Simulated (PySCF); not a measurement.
Cyclopropanecarboxamide, C4H7NO.
Geometry (GFN2-xTB, Å), atoms numbered from 1 in this order:
```xyz
13
C4H7NO angstrom
N      2.127    0.503    0.377
C      0.807    0.385    0.676
O      0.370    0.687    1.765
C     -0.035   -0.140   -0.437
C     -1.192   -1.033   -0.065
C     -1.456    0.356   -0.523
H      2.751    0.848    1.087
H      2.506    0.251   -0.517
H      0.489   -0.348   -1.362
H     -1.315   -1.246    0.986
H     -1.425   -1.857   -0.722
H     -1.877    0.516   -1.504
H     -1.755    1.079    0.220
```

The closed-shell ground state was solved at several levels (PySCF, density fitting, gas phase, non-relativistic).

```
              level  basis functions  total energy (Eh)  HOMO (eV)  LUMO (eV)  gap (eV)  dipole (D)
CAM-B3LYP/def2-SVPD              179          -286.2804      -8.94       1.23     10.17        3.79
        B3LYP/pcJ-1              232          -286.6242      -7.05       0.65      7.70        3.71
```

Task: Estimate the row for PBE0/pcSseg-1, a basis of 137 functions; the other rows only guide the guess.

Result: Total energy -286.2492 Eh, HOMO -7.35 eV, LUMO 0.88 eV, gap 8.23 eV, dipole 3.71 D.

Task: Over all these levels, which gives the widest orbital gap and which the narrowest?

Result: CAM-B3LYP/def2-SVPD (range-separated hybrid) has the widest, 10.17 eV, and B3LYP/pcJ-1 (global hybrid, 20 % exact exchange) the narrowest, 7.70 eV. Functional and basis both differ between the two, so the spread mixes both effects.

Task: How far do the dipole and the HOMO energy spread over the levels?

Result: The dipole runs from 3.71 to 3.79 D (mean 3.73 D) and the HOMO from -8.94 to -7.05 eV.

One conformer stands for the species.
